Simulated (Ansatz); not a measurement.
Extrapolating MP2 to the basis-set limit: triplet CH2N2

The species is CH2N2 (5 atoms), meant as a triplet with charge 0. SMILES of the parent species: `N#CN`. The coordinates come from a PBE0-D4/def2-TZVP relaxation. That shape belongs to the parent species and isn't relaxed for this state.

MP2 energies, 3 core orbitals frozen (Ansatz 0.2.0):

```tsv
basis	X	functions	Hartree–Fock (Eh)	correlation (Eh)
cc-pV(D+d)Z	2	52	-147.713974	-0.384089
cc-pV(T+d)Z	3	118	-147.759704	-0.485427
cc-pV(Q+d)Z	4	225	-147.771332	-0.521644
```

The +d sets add a tight d function on Al to Ar only. The correlation energy converges as X⁻³, the Hartree–Fock energy about exponentially.

Problem. Extrapolate to the complete basis.

Solution. 
1. Correlation: E(∞) = (4³ E(4) − 3³ E(3))/(4³ − 3³) = (64 × (-0.521644) − 27 × (-0.485427))/37 = -0.548073 Eh.
2. Hartree–Fock: successive steps shrink by 0.254; summing the geometric tail gives -147.771332 + (-0.011628) × 0.254/(1 − 0.254) = -147.775297 Eh.
3. Total: -147.775297 + (-0.548073) = -148.323370 Eh.
4. cc-pV(Q+d)Z holds 95.2 % of the extrapolated correlation energy, cc-pV(T+d)Z 88.6 %.

This is an estimate of the method's limit, not an exact energy.
